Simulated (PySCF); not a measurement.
Ligands exchanged one at a time, Si Cl-Br. Isolated molecules, 0 K electronic values unless said otherwise. Strings in code marks are SMILES. All members: neutral, multiplicity 1. Level: B3LYP-D3(BJ)/def2-TZVP (PySCF), beside PBE-D3(BJ)/def2-TZVP // B3LYP-D3(BJ)/def2-TZVP (PySCF) at the same geometries. B3LYP has the VWN-RPA correlation part, as in Gaussian.  Orbital energies are measured against the vacuum level.

| species | HOMO, PBE (eV) | HOMO, B3LYP-D3(BJ) (eV) |
|---|---|---|
| `Cl[Si](Cl)(Cl)Cl` | -8.11 | -9.25 |
| `Cl[Si](Cl)(Cl)Br` | -7.72 | withheld |
| `Cl[Si](Cl)(Br)Br` | -7.52 | -8.54 |
| `Cl[Si](Br)(Br)Br` | -7.42 | -8.43 |
| `Br[Si](Br)(Br)Br` | -7.41 | -8.42 |

Problem. Fit y = a + b·x, y being the HOMO at the first level, to the 4 complete rows by least squares, with x = the PBE value in eV. Give a, b and the rms residual, and predict the withheld value.

Solution. Means of the 4 rows: x̄ = -7.615, ȳ = -8.66 eV. Σ(x − x̄)² = 0.3341 and Σ(x − x̄)(y − ȳ) = 0.3975, so b = 1.190 and a = ȳ − b·x̄ = 0.402 eV. The rms residual is 0.004 eV. At x = -7.72 the line gives -8.78 eV. The run for `Cl[Si](Cl)(Cl)Br` gave -8.77 eV, so the line is off by 0.01 eV, more than twice the rms residual.

Codes: PySCF.
